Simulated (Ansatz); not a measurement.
## Dissociation curves of O2F (SMILES [O]OF)

O2F: 3 atoms, total charge 0, spin state doublet. SMILES: `[O]OF`. The O2–O1 distance was set to 1.476 Å, away from the relaxed value.

```xyz
3

O     1.1334   -0.4938    0.5708
O     0.1333    0.4979    0.1279
F    -1.0667   -0.2024   -0.6102
```

The O1–O2 distance is scanned; the parts on either side stay rigid. Basis STO-3G, 3 core orbitals frozen in the correlated methods; program Ansatz 0.2.0. FCI is exact within this basis and core. Energies in eV from each method's value at 1.476 Å; open shells run as named. The shape above is that at 1.476 Å.

```tsv
distance (Å)	UHF	UPBE0	UBHLYP	RPA@PBE	FCI
1.181	0.24	0.01	-0.01	0.61	0.44
1.476	0.00	0.00	0.00	0.00	0.00
1.772	0.15	2.07	1.56	1.69	1.40
2.362	0.03	3.28	2.27	2.66	2.19
2.953	0.03	3.40	2.36	2.06	2.25
```

Departure from the FCI curve at its largest: UHF -2.22 eV at 2.95 Å; UPBE0 +1.15 eV at 2.95 Å; UBHLYP -0.45 eV at 1.18 Å; RPA@PBE +0.47 eV at 2.36 Å. The curves of UHF, RPA@PBE turn over, which the reference doesn't. For the functionals part of the departure is owed to the small basis.
